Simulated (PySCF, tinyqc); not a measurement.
Inside a calculation. Method: MP2 on RHF in the sto-3g basis, frozen core, for LiH, spin multiplicity 1. The lowest restricted solution is unstable here: a spin-polarised one lies 0.0073 hartree lower (PySCF). Computed by tinyqc, a small Python program that keeps every step (integrals from PySCF). Settings: charge = 0, multiplicity = 1, basis = sto-3g, method = RHF, frozen orbitals = 1, energy threshold = 1e-10, iteration cap = 80, orthogonalisation = symmetric, start = core, DIIS depth = 6. Command: `OMP_NUM_THREADS=1 python tinyqc.py 31663 31664 out.jsonl` (the two numbers bound the seeds that draw the settings). One thread of a shared host (Intel(R) Xeon(R) Processor @ 2.60GHz), about 0.09 s of CPU time with the checks. The early iterations of the SCF are left out here.

## One-electron integrals

Geometry (angstrom):
```
atom         x         y         z
Li    0.000000  0.000000  0.000000
H     0.000000  0.000000  2.241000
```

Basis sto-3g: exponents (1/bohr^2) and contraction coefficients of normalised primitives:
```
element  l (shell)   exponent  coefficient
Li           s (1)  16.119575     0.154329
Li           s (1)   2.936201     0.535328
Li           s (1)   0.794651     0.444635
Li           s (2)   0.636290    -0.099967
Li           s (2)   0.147860     0.399513
Li           s (2)   0.048089     0.700115
Li           p (3)   0.636290     0.155916
Li           p (3)   0.147860     0.607684
Li           p (3)   0.048089     0.391957
H            s (1)   3.425251     0.154329
H            s (1)   0.623914     0.535328
H            s (1)   0.168855     0.444635
```

Overlap, kinetic and nuclear-attraction integrals over the contracted functions; the nuclear repulsion is the sum of Za Zb / Rab.

nuclear repulsion = 0.70840323 hartree

overlap S, lower triangle:
```
           1Li 1s    1Li 2s   1Li 2px   1Li 2py   1Li 2pz     2H 1s
1Li 1s   1.000000
1Li 2s   0.241137  1.000000
1Li 2px  0.000000  0.000000  1.000000
1Li 2py  0.000000  0.000000  0.000000  1.000000
1Li 2pz  0.000000  0.000000  0.000000  0.000000  1.000000
2H 1s    0.015713  0.246580  0.000000  0.000000  0.360190  1.000000
```

kinetic energy T (hartree), lower triangle:
```
            1Li 1s    1Li 2s   1Li 2px   1Li 2py   1Li 2pz     2H 1s
1Li 1s    3.576786
1Li 2s   -0.020237  0.102163
1Li 2px   0.000000  0.000000  0.319682
1Li 2py   0.000000  0.000000  0.000000  0.319682
1Li 2pz   0.000000  0.000000  0.000000  0.000000  0.319682
2H 1s    -0.006606  0.010424  0.000000  0.000000  0.046884  0.760032
```

nuclear attraction V (hartree), lower triangle:
```
            1Li 1s     1Li 2s    1Li 2px    1Li 2py    1Li 2pz      2H 1s
1Li 1s   -8.219016
1Li 2s   -1.021284  -1.434846
1Li 2px   0.000000   0.000000  -1.403778
1Li 2py   0.000000   0.000000   0.000000  -1.403778
1Li 2pz  -0.008210  -0.085690   0.000000   0.000000  -1.468013
2H 1s    -0.063257  -0.381700   0.000000   0.000000  -0.563417  -1.934947
```

core Hamiltonian H = T + V (hartree), lower triangle:
```
            1Li 1s     1Li 2s    1Li 2px    1Li 2py    1Li 2pz      2H 1s
1Li 1s   -4.642229
1Li 2s   -1.041521  -1.332683
1Li 2px   0.000000   0.000000  -1.084097
1Li 2py   0.000000   0.000000   0.000000  -1.084097
1Li 2pz  -0.008210  -0.085690   0.000000   0.000000  -1.148331
2H 1s    -0.069864  -0.371277   0.000000   0.000000  -0.516534  -1.174915
```

## Two-electron integrals

Functions are numbered as in S; the eight-fold symmetry (ij|kl) = (ji|kl) = (kl|ij) leaves the list below.

Two-electron integrals (ij|kl) in chemists' order, unique and non-zero (hartree):
```
(11|11) 1.680395   (21|11) 0.265420   (21|21) 0.049941   (22|11) 0.397727
(22|21) 0.092860   (22|22) 0.290562   (31|31) 0.008981   (32|31) 0.013788
(32|32) 0.064184   (33|11) 0.396640   (33|21) 0.092880   (33|22) 0.290497
(33|33) 0.312946   (41|41) 0.008981   (42|41) 0.013788   (42|42) 0.064184
(43|43) 0.016869   (44|11) 0.396640   (44|21) 0.092880   (44|22) 0.290497
(44|33) 0.279207   (44|44) 0.312946   (51|51) 0.008981   (52|51) 0.013788
(52|52) 0.064184   (53|53) 0.016869   (54|54) 0.016869   (55|11) 0.396640
(55|21) 0.092880   (55|22) 0.290497   (55|33) 0.279207   (55|44) 0.279207
(55|55) 0.312946   (61|11) 0.016337   (61|21) 0.003116   (61|22) 0.005990
(61|33) 0.005915   (61|44) 0.005915   (61|51) 0.000419   (61|52) 0.000819
(61|55) 0.006144   (61|61) 0.000218   (62|11) 0.072805   (62|21) 0.017368
(62|22) 0.062338   (62|33) 0.058666   (62|44) 0.058666   (62|51) 0.002645
(62|52) 0.019738   (62|55) 0.069626   (62|61) 0.001331   (62|62) 0.027485
(63|31) 0.000970   (63|32) 0.005425   (63|53) 0.002570   (63|63) 0.001374
(64|41) 0.000970   (64|42) 0.005425   (64|54) 0.002570   (64|64) 0.001374
(65|11) 0.101229   (65|21) 0.024281   (65|22) 0.089281   (65|33) 0.083163
(65|44) 0.083163   (65|51) 0.004062   (65|52) 0.030531   (65|55) 0.101435
(65|61) 0.001896   (65|62) 0.042027   (65|65) 0.064600   (66|11) 0.236092
(66|21) 0.056909   (66|22) 0.224694   (66|33) 0.206197   (66|44) 0.206197
(66|51) 0.008166   (66|52) 0.080250   (66|55) 0.261550   (66|61) 0.004378
(66|62) 0.131549   (66|65) 0.206123   (66|66) 0.774606
```

## Orthogonalisation

S = U s U^T; symmetric (Loewdin) form X = U s^(-1/2) U^T, so that X^T S X = 1.

eigenvalues of S: 0.543169  0.806703  1.000000  1.000000  1.182808  1.467320

X, lower triangle:
```
            1Li 1s     1Li 2s   1Li 2px   1Li 2py    1Li 2pz     2H 1s
1Li 1s    1.023407
1Li 2s   -0.129206   1.051108
1Li 2px   0.000000   0.000000  1.000000
1Li 2py   0.000000   0.000000  0.000000  1.000000
1Li 2pz  -0.005703   0.040100  0.000000  0.000000   1.056767
2H 1s     0.017876  -0.144587  0.000000  0.000000  -0.205628  1.083970
```

## Iteration 8 (converged): orbitals

converged F (hartree), lower triangle:
```
            1Li 1s     1Li 2s   1Li 2px   1Li 2py    1Li 2pz      2H 1s
1Li 1s   -2.366679
1Li 2s   -0.643173  -0.207575
1Li 2px   0.000000   0.000000  0.159574
1Li 2py   0.000000   0.000000  0.000000  0.159574
1Li 2pz   0.013829  -0.058472  0.000000  0.000000   0.063272
2H 1s    -0.043462  -0.188553  0.000000  0.000000  -0.186286  -0.073621
```

Diagonalise F' = X^T F X, C = X C', fill 2 alpha and 2 beta electrons from the bottom; D = 2 C_occ C_occ^T. Each column has its largest component positive (the first on a tie).

F' = X^T F X (hartree), lower triangle:
```
           1          2         3         4          5         6
1  -2.313093
2  -0.360883  -0.042809
3   0.000000   0.000000  0.159574
4   0.000000   0.000000  0.000000  0.159574
5   0.011131   0.000908  0.000000  0.000000   0.146275
6   0.024120  -0.188926  0.000000  0.000000  -0.221834  0.051285
```

orbital energies (hartree): MO1 -2.369135, MO2 -0.229648, MO3 0.069523, MO4 0.159574, MO5 0.159574, MO6 0.370918

coefficients C:
```
               MO1        MO2        MO3       MO4        MO5        MO6
1Li 1s    0.991509  -0.148624  -0.215940  0.000000   0.000000   0.112249
1Li 2s    0.033179   0.506945   0.799617  0.000000   0.000000  -0.496543
1Li 2px   0.000000   0.000000   0.000000  0.227239   0.973839   0.000000
1Li 2py   0.000000   0.000000   0.000000  0.973839  -0.227239   0.000000
1Li 2pz  -0.004357   0.321893  -0.585070  0.000000   0.000000  -0.845422
2H 1s    -0.001758   0.604345  -0.218068  0.000000   0.000000   0.908685
```

D after iteration 8, lower triangle:
```
            1Li 1s    1Li 2s   1Li 2px   1Li 2py   1Li 2pz     2H 1s
1Li 1s    2.010358
1Li 2s   -0.084894  0.516188
1Li 2px   0.000000  0.000000  0.000000
1Li 2py   0.000000  0.000000  0.000000  0.000000
1Li 2pz  -0.104323  0.326075  0.000000  0.000000  0.207269
2H 1s    -0.183127  0.612623  0.000000  0.000000  0.389085  0.730472
```

Within a degenerate level the vectors are fixed only up to a rotation; this is one choice.

## Convergence

Stop when the energy changes by less than 1e-10 hartree and every element of the error matrix X^T (F D S - S D F) X is below 3e-06.

Course of the cycle:
```
iteration  E (hartree)     change  largest element of the error matrix
1          -7.75788265          -                             1.70e-01
2          -7.80171577  -4.38e-02                             1.79e-02
3          -7.80269859  -9.83e-04                             6.83e-03
4          -7.80296083  -2.62e-04                             3.14e-03
5          -7.80303540  -7.46e-05                             1.15e-04
6          -7.80303542  -2.35e-08                             3.19e-05
7          -7.80303542  -2.43e-09                             2.21e-06
8          -7.80303542  -1.53e-11                             1.10e-08
```

PySCF RHF in the same basis = -7.80303542 hartree

Converged in 8 iterations.

## Integrals over molecular orbitals

(pq|rs) = sum C_ip C_jq C_kr C_ls (ij|kl), one index at a time.

one-electron integrals over orbitals h = C^T H C (hartree), lower triangle:
```
           1          2          3          4          5          6
1  -4.633372
2   0.095464  -1.279284
3   0.160892   0.010283  -1.088644
4   0.000000   0.000000   0.000000  -1.084097
5   0.000000   0.000000   0.000000   0.000000  -1.084097
6  -0.052238   0.051064   0.018219   0.000000   0.000000  -1.017834
```

Two-electron integrals over orbitals (pq|rs), unique and non-zero (hartree); the lowest 1 orbital is frozen and left out:
```
(22|22) 0.444760    (32|22) -0.062121   (32|32) 0.023953    (33|22) 0.212414
(33|32) 0.015694    (33|33) 0.325917    (42|42) 0.021015    (43|42) 0.020638
(43|43) 0.041391    (44|22) 0.240902    (44|32) 0.015565    (44|33) 0.278858
(44|44) 0.312946    (52|52) 0.021015    (53|52) 0.020638    (53|53) 0.041391
(54|54) 0.016869    (55|22) 0.240902    (55|32) 0.015565    (55|33) 0.278858
(55|44) 0.279207    (55|55) 0.312946    (62|22) 0.106059    (62|32) -0.047155
(62|33) -0.018102   (62|44) -0.039491   (62|55) -0.039491   (62|62) 0.131519
(63|22) -0.060045   (63|32) 0.019805    (63|33) 0.036944    (63|44) 0.009379
(63|55) 0.009379    (63|62) -0.041180   (63|63) 0.033104    (64|42) -0.018096
(64|43) -0.011491   (64|64) 0.018946    (65|52) -0.018096   (65|53) -0.011491
(65|65) 0.018946    (66|22) 0.415662    (66|32) -0.050099   (66|33) 0.238858
(66|44) 0.256578    (66|55) 0.256578    (66|62) 0.091751    (66|63) -0.046950
(66|66) 0.410035
```

## Second-order Moller-Plesset energy

Hartree-Fock energy = -7.80303542 hartree

E2 = sum_ijab (ia|jb) [2 (ia|jb) - (ib|ja)] / (e_i + e_j - e_a - e_b) over occupied i, j and virtual a, b; the opposite-spin part is (ia|jb)^2 / denominator, the rest is same-spin, and SCS-MP2 scales them by 6/5 and 1/3.

Terms:
```
i  j  a  b    (ia|jb)    (ib|ja)  denominator       term
2  2  6  6   0.131519   0.131519    -1.201132  -0.014401
2  2  3  6  -0.047155  -0.047155    -0.899737  -0.002471
2  2  6  3  -0.047155  -0.047155    -0.899737  -0.002471
2  2  3  3   0.023953   0.023953    -0.598342  -0.000959
2  2  5  5   0.021015   0.021015    -0.778444  -0.000567
2  2  4  4   0.021015   0.021015    -0.778444  -0.000567
```

Pair energies (hartree; pair i-j sums ij and ji):
```
pair  opposite spin  same spin
2-2       -0.021437   0.000000
```

MP2 correlation energy = -0.02143700 hartree

SCS-MP2 correlation energy = -0.02572441 hartree

MP2 total energy = -7.82447243 hartree
